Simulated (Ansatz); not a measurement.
Two structures of CH3NSi, closed shell, reached by relaxing down either side of one saddle point (PBE0-D4/def2-TZVP). Energies are electronic, without zero-point energy. Ansatz 0.2.0; basis: def2-TZVPP and def2-QZVPP; cores frozen in the correlated methods. Extrapolation: Hartree–Fock as exp(−7.88 √X), correlation as X^−2.97. First:

```xyz
6
angstrom
Si -0.4182 0.2058 0.3549
C 0.9013 -0.4435 -0.7648
N 1.7234 -0.8481 -1.4624
H -0.5348 1.6593 0.1082
H -1.6734 -0.5005 0.0189
H 0.0018 -0.0731 1.7452
```

Second:

| atom | x (Å) | y (Å) | z (Å) |
| --- | --- | --- | --- |
| Si1 | -0.3288 | 0.1563 | 0.4128 |
| C2 | 1.4099 | -0.6705 | -1.7698 |
| N3 | 0.7110 | -0.3383 | -0.8906 |
| H4 | -0.4972 | 1.6221 | 0.3210 |
| H5 | -1.6211 | -0.5418 | 0.2457 |
| H6 | 0.3263 | -0.2281 | 1.6810 |

**Question.** Which bonds change from the first to the second?

**Answer.** CH₃NSi ([N][C][SiH3]) → CH₃NSi ([C][N][SiH3]); bonds formed: Si1–N3; bonds broken: Si1–C2.

**Question.** Give the saddle point's structure and its height above each. (To be estimated.)

**Answer.** Computed: 115.0 kJ/mol above the first and 97.6 kJ/mol above the second (CCSD(T) at an estimated basis limit (MP2 extrapolated from triple and quadruple zeta, plus CCSD(T) − MP2 in triple zeta)).
```tsv
atom	x (Å)	y (Å)	z (Å)
Si1	-0.3028	0.1500	0.2575
C2	0.6556	-0.2944	-1.4152
N3	1.4048	-0.7169	-0.6130
H4	-0.4367	1.6161	0.1353
H5	-1.5832	-0.5587	0.0566
H6	0.2624	-0.1962	1.5788
```

No T1 diagnostic of these runs exceeds 0.016.

Labels in which every atom is bracketed show which atoms are joined, not bond orders.

For scale, one of the runs: CCSD(T)/def2-TZVPP, 146 basis functions, launched by `ansatz run in.yaml --threads 2 --pin off --events-out ev --progress --plain --max-ram 4352MiB`. Hardware: 2 CPU threads of an Arm Neoverse V1, shared host. Wall time 14 s; peak host memory 0.85 GiB.
